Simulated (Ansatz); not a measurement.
**BP+ (doublet): the correlation ladder, def2-QZVPP**

One table from this session's results is given with a row withheld; the runs are named, their logs left out.

The runs use Ansatz 0.2.0, Gaussian basis; def2-QZVPP, core rule «outside noble gas», up to 6 orbitals frozen.

Plan: UHF; ROHF; CCSD(T) on UHF.

2 further runs of the same task are left out: 2 set aside as unsound or not needed.

### The system

The geometry is a PBE0/def2-TZVP stationary point (not a proven minimum) of the parent state, kept for this charge and spin.

2 atoms, charge 1, spin multiplicity 2.

Atoms are counted from 1 here; the program's logs count them from 0.

Bond lengths: B1–P2 1.736 Å.

Geometry (Å):

```xyz
2
BP
B     0.00000    0.00000    0.00000
P     0.00000    0.00000    1.73630
```

Set-up of the first run:

The input, in.yaml:

```yaml
crystal:
  periodic: [false, false, false]
  atoms:
    - {symbol: B, position_ang: [0.000000, 0.000000, 0.000000]}
    - {symbol: P, position_ang: [0.000000, 0.000000, 1.736300]}
basis:
  gaussian: {orbitals: "def2-QZVPP.json"}
total_charge: 1
magnetization: {spin_polarized: true, initial_magnetization: 1}
hamiltonian: {xc: hf}
output: {orbitals: {seedname: orbitals}}
```

Started as:

```bash
$ ansatz run in.yaml --threads 1 --pin off --events-out ev --progress --plain --max-ram 2393MiB
```

Steps of the session up to this table: UHF; ROHF; CCSD(T) on UHF.

One table of the session follows, with a row left open; its other results are not shown here.

| method | from UCCSD(T) (meV) |
| --- | --- |
| ROHF | +6328.2 |
| UHF | +4782.2 |
| UMP2 | ? |
| UCCSD | +262.3 |
| UCCSD(T) | 0 |

**Question.** Estimate the row for UMP2.

The run gave: from UCCSD(T) (meV): +1059.9. In the column «from UCCSD(T) (meV)» it lies between UCCSD (+262.3) and UHF (+4782.2).

The program flags UCCSD(T) as in doubt (see the logs), so the zero of the table is itself unsure.

Caveats from the session: The determinant is far from a pure spin state, so its energy mixes those of several spin states (harmless only where they are near-degenerate, as at dissociation). The program flags UCCSD(T) as in doubt, so the zero of the table is itself unsure.
